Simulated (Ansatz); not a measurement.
**Be₂H₂+ (doublet): wave-function methods side by side, cc-pVTZ**

One table from this session's results is given with a row withheld; the runs are named, their logs left out.

The runs use Ansatz 0.2.0, Gaussian basis; cc-pVTZ, core rule «outside noble gas», up to 2 orbitals frozen.

To be run: UHF; CCSD(T) on ROHF; CCSD(T) on UHF; BCCD(T) on ROHF; CCSDT(Q) on ROHF; CCSDT(Q) on UHF.

16 further runs of the same task are left out: 3 for a known fault of the program, 3 that didn't finish, 10 set aside as unsound or not needed. Runs told in other sessions of the task aren't counted.

## What is computed

The geometry is a PBE0/def2-TZVP stationary point (not a proven minimum) of the parent state, kept for this charge and spin.

4 atoms, charge 1, spin multiplicity 2.

Atoms are counted from 1 here; the program's logs count them from 0.

Bond lengths: Be1–H3 1.348 Å, Be2–H4 1.348 Å.

Set-up of the first run:

File in.yaml:

```yaml
crystal:
  periodic: [false, false, false]
  atoms:
    - {symbol: Be, position_ang: [0.000000, 0.000000, 1.052730]}
    - {symbol: Be, position_ang: [0.000000, 0.000000, -1.052730]}
    - {symbol: H, position_ang: [0.000000, 0.000000, 2.400248]}
    - {symbol: H, position_ang: [0.000000, 0.000000, -2.400248]}
basis:
  gaussian: {orbitals: cc-pVTZ}
total_charge: 1
magnetization: {spin_polarized: true, initial_magnetization: 1}
hamiltonian: {xc: hf}
output: {orbitals: {seedname: orbitals}}
```

Run with:

```bash
ansatz run in.yaml --threads 1 --pin off --events-out ev --progress --plain --max-ram 2393MiB
```

Steps of the session up to this table: UHF; CCSD(T) on ROHF; CCSD(T) on UHF; BCCD(T) on ROHF; CCSDT(Q) on ROHF; CCSDT(Q) on UHF.

One of the session's tables, all rows but one given; the rest of the session is left out.

```
   method  from UCCSDT(Q) (meV)
     ROHF               +2401.4
      UHF               +2363.4
     RMP2                +616.5
     UMP2                +595.0
    RCCSD                 +42.1
    UCCSD                 +39.7
 RCCSD(T)                 +12.3
 UCCSD(T)                 +11.6
  BCCD(T)                 +12.2
   RCCSDT                  +0.8
   UCCSDT                  +0.4
RCCSDT(Q)                     ?
UCCSDT(Q)                     0
```

Q: Estimate the row for RCCSDT(Q) from the others.

**Answer.** from UCCSDT(Q) (meV): +0.5. In the column «from UCCSDT(Q) (meV)» it lies between UCCSDT (+0.4) and RCCSDT (+0.8).

Caveats from the session: Restricted and unrestricted rows rest on different reference determinants; a gap between their highest levels can come from leftover correlation error, from unlike frozen cores or from another state.
